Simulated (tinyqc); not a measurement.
Inside a calculation. Method: UKS/BP86 in the sto-6g basis, for NH, spin multiplicity 3. Computed by tinyqc, a small Python program that keeps every step (integrals from PySCF). Settings: charge = 0, multiplicity = 3, basis = sto-6g, energy threshold = 1e-09, iteration cap = 81, orthogonalisation = symmetric, start = core, DIIS depth = 0, method = UKS, functional = b88,p86, grid = [40, 86]. Command: `OMP_NUM_THREADS=1 python tinyqc.py 31190 31191 out.jsonl` (the two numbers bound the seeds that draw the settings). One thread of a shared host (Intel(R) Xeon(R) Processor @ 2.60GHz), about 3 s of CPU time with the checks.

Geometry (angstrom):
```
atom,x,y,z
N,0.000000,0.000000,0.000000
H,0.000000,0.000000,1.777000
```

Stop when the energy changes by less than 1e-09 hartree and every element of the error matrix X^T (F D S - S D F) X (for each spin) is below 9e-06.

Course of the cycle:
```
iteration,E (hartree),change,largest element of the error matrix
1,-54.37610307,-,1.15e-01
2,-54.41683548,-4.07e-02,2.06e-01
3,-54.45989239,-4.31e-02,1.80e-01
4,-54.42361621,3.63e-02,2.12e-01
5,-54.46036807,-3.68e-02,1.80e-01
6,-54.42348868,3.69e-02,2.12e-01
7,-54.46035893,-3.69e-02,1.80e-01
8,-54.42349114,3.69e-02,2.12e-01
9,-54.46035911,-3.69e-02,1.80e-01
10,-54.42349109,3.69e-02,2.12e-01
11,-54.46035910,-3.69e-02,1.80e-01
12,-54.42349110,3.69e-02,2.12e-01
13,-54.46035910,-3.69e-02,1.80e-01
14,-54.42349110,3.69e-02,2.12e-01
...,...,...,...
68,-54.42349110,3.69e-02,2.12e-01
69,-54.46035910,-3.69e-02,1.80e-01
70,-54.42349110,3.69e-02,2.12e-01
71,-54.46035910,-3.69e-02,1.80e-01
72,-54.42349110,3.69e-02,2.12e-01
73,-54.46035910,-3.69e-02,1.80e-01
74,-54.42349110,3.69e-02,2.12e-01
75,-54.46035910,-3.69e-02,1.80e-01
76,-54.42349110,3.69e-02,2.12e-01
77,-54.46035910,-3.69e-02,1.80e-01
78,-54.42349110,3.69e-02,2.12e-01
79,-54.46035910,-3.69e-02,1.80e-01
80,-54.42349110,3.69e-02,2.12e-01
81,-54.46035910,-3.69e-02,1.80e-01
```

Can the last value be used, and what does the course show?

Not by the stop rule. Not converged within the cap of 81 iterations: the residual has stopped falling: the iteration swings between two states. Reruns (cap 100 unless said): DIIS 8: converged in 16; damping 0.5: not converged; level shift 0.5: converged in 68; atomic densities as start, DIIS 8: converged in 9; the original settings with a cap of 400: not converged. PySCF UKS in the same basis, fine grid, after a stability check = -54.93476284 hartree, which differs from a converged run on this coarse grid by the grid error.
